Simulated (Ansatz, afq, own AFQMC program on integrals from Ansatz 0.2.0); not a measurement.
**CH, doublet: AFQMC among the cluster methods**

```xyz
2

C     0.1455   -0.5043    0.1856
H     0.4382   -1.5277    0.5651
```

Basis def2-TZVP. Only valence electrons are correlated. AFQMC by an in-house program on the Cholesky factors that Ansatz 0.2.0 writes for its CCSD(T) run. ph-AFQMC/CISD is guided by a CISD state made of CCSD amplitudes; releasing the constraint for a short imaginary time cuts its bias at the price of noise, slowly where states lie close. Free projection: walkers drawn from exp(T), propagated without any constraint. Its projection time is finite, and what remains of the start isn't in its error. Uncertainties: one standard error, sampling alone.

Determinant: ROHF, the one that the program's search chose, which needn't be the lowest solution. The geometry is a PBE0/def2-SVP stationary point of this or a neighbouring charge and spin state.

Full CI on the same integrals is exact in this basis and with this determinant's frozen core.

Cautions: a spin-contaminated unrestricted determinant lies lower (UHF 211 meV lower, ⟨S²⟩ 1.10).

The T1 diagnostic is 0.0171. The weight of the determinant in the CISD state is 0.932 and the size of the correlated space is 5 electrons in 36 orbitals.

```json
{"level": "MP2", "correlation energy (eV)": "-2.7942"}
{"level": "CCSD", "correlation energy (eV)": "-3.4662"}
{"level": "CCSD(T)", "correlation energy (eV)": "-3.5549"}
```

(1) Estimate where AFQMC with the constraint released lies against CCSD(T) on the same integrals.

(1) 1.6 ± 0.1 kJ/mol below CCSD(T).

Reference: full CI, correlation energy -3.575 eV. The released energy is read at 0.99 1/Eh, later times being too noisy (meV from the phaseless value at times in 1/Eh: -2.1 ± 1.3 at 0.24, -3.5 ± 1.9 at 0.51, -7.2 ± 1.2 at 0.99, -16 ± 5 at 1.62, -2 ± 11 at 2.40).

```json
{"level": "CCSD(T)", "E − E(reference) (kJ/mol)": "1.9", "share of correlation (%)": "99.43"}
{"level": "CCSDT", "E − E(reference) (kJ/mol)": "0.2", "share of correlation (%)": "99.93"}
{"level": "CCSDT(Q)", "E − E(reference) (kJ/mol)": "0.0", "share of correlation (%)": "99.99"}
{"level": "CCSDTQ", "E − E(reference) (kJ/mol)": "0.0", "share of correlation (%)": "100.00"}
{"level": "ph-AFQMC/HF", "E − E(reference) (kJ/mol)": "7.2 ± 1.8", "share of correlation (%)": "97.90"}
{"level": "ph-AFQMC/CISD", "E − E(reference) (kJ/mol)": "1.1 ± 0.1", "share of correlation (%)": "99.69"}
{"level": "released AFQMC", "E − E(reference) (kJ/mol)": "0.4 ± 0.1", "share of correlation (%)": "99.89"}
{"level": "free AFQMC", "E − E(reference) (kJ/mol)": "0.0 ± 0.2", "share of correlation (%)": "99.99"}
```

CCSDT and higher add their correlation energy to the determinant of the CCSD(T) run, since their own runs factorise the integrals more tightly (a shift of under 2 meV). Free projections are given only where their last times agree within the noise and don't stop above the reference; a slow remainder of the start can still hide under it. A walk keeps the symmetry of its determinant, which the program's search chose and which needn't be the lowest solution, so a lower state of the same spin and another symmetry isn't excluded. Released energies are given only where the last usable release times agree within the noise; a slower fall can still hide under it.
